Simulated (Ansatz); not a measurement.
The reference is GaN in the wurtzite structure (space group P6_3mc, No. 186; a = 3.218 Å, c = 5.243 Å).

Levels (all Ansatz, a program for electronic structure, PAW): PBE (420 eV, no SOC); r2SCAN (500 eV, no spin-orbit coupling); HSE06 (420 eV, scalar-relativistic without spin-orbit coupling).

Levels that relaxed their own cell: PBE and r2SCAN.

```json
[
 {"level": "PBE", "band gap": "1.71 eV", "lattice parameter a": "3.218 Å", "lattice parameter c": "5.243 Å"},
 {"level": "r2SCAN", "band gap": "2.35 eV", "lattice parameter a": "3.183 Å", "lattice parameter c": "5.184 Å"},
 {"level": "HSE06", "band gap": "3.20 eV", "lattice parameter a": "–", "lattice parameter c": "–"}
]
```

Measured: band gap 3.68 eV (static lattice; corrected from measurement; as listed in Wei Chen et al., Physical Review Materials (2018)); lattice parameter a 3.189 Å (room temperature; as listed in M J Lucero, T M Henderson, G E Scuseria, Journal of Physics Condensed Matter (2012)); lattice parameter c 5.185 Å (room temperature; as listed in M J Lucero, T M Henderson, G E Scuseria, Journal of Physics Condensed Matter (2012)).

Computed minus measured — band gap: PBE -1.97 eV, r2SCAN -1.33 eV, HSE06 -0.48 eV (closest: HSE06); lattice parameter a: PBE +0.9 %, r2SCAN -0.2 % (closest: r2SCAN); lattice parameter c: PBE +1.1 %, r2SCAN -0.0 % (closest: r2SCAN). Measured values not marked as corrected hold thermal and zero-point effects that the static-lattice runs lack. A measured gap can be an optical one, lowered by exciton binding. Levels without spin-orbit coupling miss its lowering of the gap, often about a third of the valence-band splitting.

Single points use the geometry relaxed with r2SCAN. No phonon test of stability was made.
